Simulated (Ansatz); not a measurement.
## HNC, singlet: the ladder up to RCCSDT(Q)

Geometry: displaced at random from a stationary point.

```tsv
atom	x (Å)	y (Å)	z (Å)
N	-0.0154	-0.0090	0.0771
C	-0.0163	-0.0252	-1.0975
H	0.0317	0.0342	1.0204
```

Basis cc-pVDZ; Ansatz 0.2.0. Only valence electrons are correlated (noble-gas cores frozen), which leaves 10 electrons in 31 orbitals. Prefix R: restricted or restricted open-shell reference. Active spaces: valence = (10e, 9o) chosen from the atoms' valence shells.

Full CI isn't at hand for all of this; RCCSDT(Q) serves as the reference, and is uncertain by the last step of the cluster series or more.

The UHF ⟨S²⟩ is 0.000. The T1 diagnostic (RCCSD) is 0.0171 and the largest doubles amplitude (RCCSD) is 0.083.

| level | E − E(RHF) (eV) |
| --- | --- |
| RMP2 | -7.3737 |
| RCCSD | -7.7567 |
| RCCSD(T) | -8.0669 |

Problem. Estimate how far RCCSDT(Q) in cc-pVDZ lies from RCCSD(T). The table doesn't fix it; the size of (T) and the diagnostics are the guide.

Solution. RCCSDT(Q) in cc-pVDZ lies 3.8 kJ/mol below RCCSD(T), which is 13 % of the (T) step (-29.9 kJ/mol). The diagnostics are small and one determinant leads, so the series closes fast and only a small part of (T) is left.

The other levels:

| level | E − E(RCCSDT(Q)) (kJ/mol) | share of correlation (%) | wall time |
| --- | --- | --- | --- |
| CISD | 84.9 | 89.14 | 0.42 s |
| BCCD(T) | 3.7 | 99.52 | 0.33 s |
| RCCSDT | 2.5 | 99.68 | – |
| CASSCF (valence space) | 418.0 | 46.56 | – |
| NEVPT2 (valence space) | 87.7 | 88.79 | 2.2 s |
| MRCISD (valence space) | 22.7 | 97.09 | – |
| MRCISD+Q (valence space) | 3.3 | 99.58 | 3.8 s |

The correlation energy at RCCSDT(Q), counted from RHF, is -8.107 eV. That run took 2.2 s on 1 thread of AMD EPYC 7B13, shared host.

Times hold each run's SCF and search for its determinant on a shared host, so for small cases they say little of a method's own cost; they ran on 1 thread of AMD EPYC 7B13.

Natural occupations of CASSCF (valence space) about the gap: 1.992 1.983 1.982 1.951 1.951 0.053 0.053 0.020 0.015; effectively unpaired electrons, Σ n²(2−n)², 0.04.
